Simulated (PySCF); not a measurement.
Acetylene, C₂H₂.
SMILES: `C#C`

The calculation used BHandHLYP/6-31+G* geometry optimisation, gas phase in PySCF 2.14.0.

Take the most abundant isotopes and a rigid rotor. 

**Question.** What are the moment of inertia and the rotational constant?

**Answer.** I = 14.123 u·Å², B = 505379 MHz·u·Å²/I = 35785 MHz (1.1936 cm⁻¹, or 1.717 K as hB/k).

**Question.** List the first levels of a rigid rotor in a Σ state.

**Answer.** E(J) = BJ(J+1): J = 1: 2.387, J = 2: 7.162, J = 3: 14.324, J = 4: 23.873, J = 5: 35.809, J = 6: 50.133 cm⁻¹.

**Question.** Has it a pure rotational spectrum?

**Answer.** Not by electric dipole: D∞h allows no dipole (computed 0.00 D). Rotational Raman lines (ΔJ = 2) lie at B(4J + 6), spaced by 4B = 4.775 cm⁻¹, with nuclear-spin weights that differ between even and odd J.

**Question.** Estimate the classical rotational partition function at 25 K, 50 K and 100 K.

**Answer.** Point group D∞h, symmetry number σ = 2; q = kT/(σhB), k/h = 20836.6 MHz/K: 7.3 at 25 K, 14.6 at 50 K, 29.1 at 100 K.

No BHandHLYP/6-31+G* frequencies stand behind this structure, so it isn't proved a minimum. No vibrational averaging or centrifugal distortion is included, and the geometry carries the error of its method.
